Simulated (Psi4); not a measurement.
Psi4 input (wB97X-D/6-311+G**):

```
memory 1500 MB

molecule {
1 1
O    -1.05124578   -0.53895713   -0.04517009
C     0.22159526    0.58565329    0.00865797
O     1.25638181    0.13571604    0.12856953
H    -0.77813459   -1.47076695   -0.15085754
H    -0.30730441    1.53440276   -0.05254589
H    -1.88522068   -0.35162684   -0.51573992
symmetry c1
no_reorient
no_com
}

set {
  basis 6-311+G**
  reference rks
  scf_type pk
  dft_radial_points 99
  dft_spherical_points 590
  e_convergence 1e-8
  d_convergence 1e-7
  maxiter 150
}

e = energy('wb97x-d')
print_out(f'\nFINAL {e:.10f} DIPOLE {variable("CURRENT DIPOLE")[0]:.6f} {variable("CURRENT DIPOLE")[1]:.6f} {variable("CURRENT DIPOLE")[2]:.6f}\n')
```

Output:

```
   => Loading Basis Set <=

    Name: 6-311+G**
    Role: ORBITAL
    Keyword: BASIS
    atoms 1, 3 entry O          line   171 file 6-311pgss.gbs
    atoms 2    entry C          line   129 file 6-311pgss.gbs
    atoms 4-6  entry H          line    42 file 6-311pgss.gbs

   => WB97X-D: Empirical Dispersion <=

    Chai and Head-Gordon Dispersion Correction
    Chai, J.-D.; Head-Gordon, M. (2010), J. Chem. Phys., 132: 6615-6620

        s6 =       1.000000

         ---------------------------------------------------------
                                   SCF
               by Justin Turney, Rob Parrish, Andy Simmonett
                          and Daniel G. A. Smith
                              RKS Reference
         ---------------------------------------------------------

  ==> Geometry <==

    Molecular point group: c1
    Full point group: C1

    Geometry (in Angstrom), charge = 1, multiplicity = 1:

       Center              X                  Y                   Z               Mass
    ------------   -----------------  -----------------  -----------------  -----------------
         O           -1.051245780000    -0.538957130000    -0.045170090000    15.994914619570
         C            0.221595260000     0.585653290000     0.008657970000    12.000000000000
         O            1.256381810000     0.135716040000     0.128569530000    15.994914619570
         H           -0.778134590000    -1.470766950000    -0.150857540000     1.007825032230
         H           -0.307304410000     1.534402760000    -0.052545890000     1.007825032230
         H           -1.885220680000    -0.351626840000    -0.515739920000     1.007825032230

  Running in c1 symmetry.

  Rotational constants: A =      1.99005  B =      0.31326  C =      0.27204 [cm^-1]
  Rotational constants: A =  59660.26235  B =   9391.21295  C =   8155.47586 [MHz]
  Nuclear repulsion =   73.274877859267562

  Charge       = 1
  Multiplicity = 1
  Electrons    = 24
  Nalpha       = 12
  Nbeta        = 12

  ==> Algorithm <==

  SCF Algorithm Type is PK.
  DIIS enabled.
  MOM disabled.
  Fractional occupation disabled.
  Guess Type is SAD.
  Energy threshold   = 1.00e-08
  Density threshold  = 1.00e-07
  Integral threshold = 1.00e-12

  ==> Primary Basis <==

  Basis Set: 6-311+G**
    Blend: 6-311+G**
    Number of shells: 42
    Number of basis functions: 84
    Number of Cartesian functions: 87
    Spherical Harmonics?: true
    Max angular momentum: 2

  ==> DFT Potential <==

   => LibXC <=

    Version 7.1.2
    S. Lehtola, C. Steigemann, M. J. T. Oliveira, and M. A. L. Marques,  SoftwareX 7, 1–5 (2018) (10.1016/j.softx.2017.11.002)

   => Composite Functional: WB97X-D <=

    wB97X-D Hyb-GGA Exchange-Correlation Functional

    J.-D. Chai and M. Head-Gordon,  Phys. Chem. Chem. Phys. 10, 6615–6620 (2008) (10.1039/B810189B)

    Deriv               =              1
    GGA                 =           TRUE
    Meta                =          FALSE

    Exchange Hybrid     =           TRUE
    MP2 Hybrid          =          FALSE

   => Exchange-Correlation Functionals <=

    1.0000   wB97X-D range-separated functional

   => Exact (HF) Exchange <=

    0.7780            HF,LR [omega = 0.2000]
    0.2220               HF

   => LibXC Density Thresholds  <==

    XC_HYB_GGA_XC_WB97X_D:  1.00E-14

   => Molecular Quadrature <=

    Radial Scheme          =       TREUTLER
    Pruning Scheme         =           NONE
    Nuclear Scheme         =       TREUTLER

    Blocking Scheme        =         OCTREE
    BS radius alpha        =              1
    Pruning alpha          =              1
    Radial Points          =             99
    Spherical Points       =            590
    Total Points           =         338827
    Total Blocks           =           2453
    Max Points             =            256
    Max Functions          =             84
    Weights Tolerance      =       1.00E-15

  ==> Integral Setup <==

  Using in-core PK algorithm.
   Calculation information:
      Number of atoms:                   6
      Number of AO shells:              42
      Number of primitives:             75
      Number of atomic orbitals:        87
      Number of basis functions:        84

      Integral cutoff                 1.00e-12
      Number of threads:                 1

  Performing in-core PK
  Using 19122705 doubles for integral storage.
  We computed 393686 shell quartets total.
  Whereas there are 408156 unique shell quartets.

  Computing range-separated integrals for PK
  We computed 393686 wK shell quartets total.
  Whereas there are 408156 wK unique shell quartets.

  ==> DiskJK: Disk-Based J/K Matrices <==

    J tasked:                  Yes
    K tasked:                  Yes
    wK tasked:                 Yes
    Omega:               2.000E-01
    Schwarz Cutoff:          1E-12


  Cached 50.0% of DFT collocation blocks in 0.353 [GiB].

  Minimum eigenvalue in the overlap matrix is 2.1901122821E-03.
  Reciprocal condition number of the overlap matrix is 3.0420032971E-04.
    Using symmetric orthogonalization.

  ==> Pre-Iterations <==

  SCF Guess: Superposition of Atomic Densities via on-the-fly atomic UHF (no occupation information).

   -------------------------
    Irrep   Nso     Nmo
   -------------------------
     A         84      84
   -------------------------
    Total      84      84
   -------------------------

  ==> Iterations <==

                        Total Energy        Delta E     RMS |[F,P]|

   @RKS iter SAD:  -189.62507141344054   -1.89625e+02   0.00000e+00
   @RKS iter   1:  -189.89537254238195   -2.70301e-01   7.19453e-03 ADIIS/DIIS
   @RKS iter   2:  -189.81867876242455    7.66938e-02   9.32463e-03 ADIIS/DIIS
   @RKS iter   3:  -190.01743474914346   -1.98756e-01   1.34551e-03 ADIIS/DIIS
   @RKS iter   4:  -190.02116523999709   -3.73049e-03   5.85127e-04 ADIIS/DIIS
   @RKS iter   5:  -190.02197013572095   -8.04896e-04   8.24286e-05 DIIS
   @RKS iter   6:  -190.02199133178249   -2.11961e-05   1.22878e-05 DIIS
   @RKS iter   7:  -190.02199217353223   -8.41750e-07   2.80564e-06 DIIS
   @RKS iter   8:  -190.02199226936082   -9.58286e-08   8.78049e-07 DIIS
   @RKS iter   9:  -190.02199227942359   -1.00628e-08   1.94013e-07 DIIS
   @RKS iter  10:  -190.02199227991264   -4.89052e-10   3.53229e-08 DIIS
  Energy and wave function converged.

  ==> Post-Iterations <==

   Electrons on quadrature grid:
      Ntotal   =   24.0000000100 ; deviation = 9.972e-09

    Orbital Energies [Eh]
    ---------------------

    Doubly Occupied:

       1A    -19.598600     2A    -19.578359     3A    -10.716948
       4A     -1.510628     5A     -1.449567     6A     -1.017625
       7A     -0.962434     8A     -0.887540     9A     -0.848617
      10A     -0.812327    11A     -0.745307    12A     -0.699645

    Virtual:

      13A     -0.217155    14A     -0.172484    15A     -0.122870
      16A     -0.081988    17A     -0.062201    18A     -0.048545
      19A     -0.028961    20A     -0.000729    21A      0.024931
      22A      0.048294    23A      0.056950    24A      0.086345
      25A      0.106626    26A      0.125274    27A      0.160063
      28A      0.165231    29A      0.178656    30A      0.257268
      31A      0.312530    32A      0.352901    33A      0.370918
      34A      0.392344    35A      0.465443    36A      0.518362
      37A      0.691958    38A      0.752100    39A      0.794005
      40A      0.828904    41A      0.888656    42A      0.930500
      43A      0.961319    44A      0.974339    45A      1.075533
      46A      1.089416    47A      1.160984    48A      1.212838
      49A      1.293919    50A      1.377426    51A      1.417168
      52A      1.487707    53A      1.501647    54A      1.636756
      55A      1.745683    56A      1.779129    57A      1.906990
      58A      2.069068    59A      2.252404    60A      2.289681
      61A      2.387053    62A      2.436077    63A      2.472104
      64A      2.505933    65A      2.664400    66A      2.689694
      67A      2.907321    68A      2.970225    69A      3.152776
      70A      3.232350    71A      3.352506    72A      3.478815
      73A      3.546672    74A      3.611727    75A      3.649921
      76A      4.756280    77A      4.824668    78A      4.928772
      79A      5.133768    80A      5.403308    81A      5.544647
      82A     23.820193    83A     49.687039    84A     49.806689

    Final Occupation by Irrep:
              A
    DOCC [    12 ]
    NA   [    12 ]
    NB   [    12 ]

  @RKS Final Energy:  -190.02199227991264

   => Energetics <=

    Nuclear Repulsion Energy =             73.2748778592675620
    One-Electron Energy =                -397.8199322335274246
    Two-Electron Energy =                 150.8344415106119811
    DFT Exchange-Correlation Energy =     -16.3104882217071356
    Empirical Dispersion Energy =          -0.0008911945576340
    VV10 Nonlocal Energy =                  0.0000000000000000
    Total Energy =                       -190.0219922799126380

Computation Completed

Properties will be evaluated at   0.000000,   0.000000,   0.000000 [a0]

Properties computed using the SCF density matrix

 Multipole Moments:

 ------------------------------------------------------------------------------------
     Multipole            Electronic (a.u.)      Nuclear  (a.u.)        Total (a.u.)
 ------------------------------------------------------------------------------------

 L = 1.  Multiply by 2.5417464519 to convert [e a0] to [Debye]
 Dipole X            :         -1.5254164            0.0000002           -1.5254162
 Dipole Y            :          0.0703049           -0.0000000            0.0703049
 Dipole Z            :         -0.5590102           -0.0000000           -0.5590103
 Magnitude           :                                                    1.6261395

 ------------------------------------------------------------------------------------

FINAL -190.0219922799 DIPOLE -1.525416 0.070305 -0.559010

*** Psi4 exiting successfully. Buy a developer a beer!
```

The dipole moment of an ion depends on the origin.

The geometry given is a B3LYP-D3(BJ)/def2-TZVP minimum.
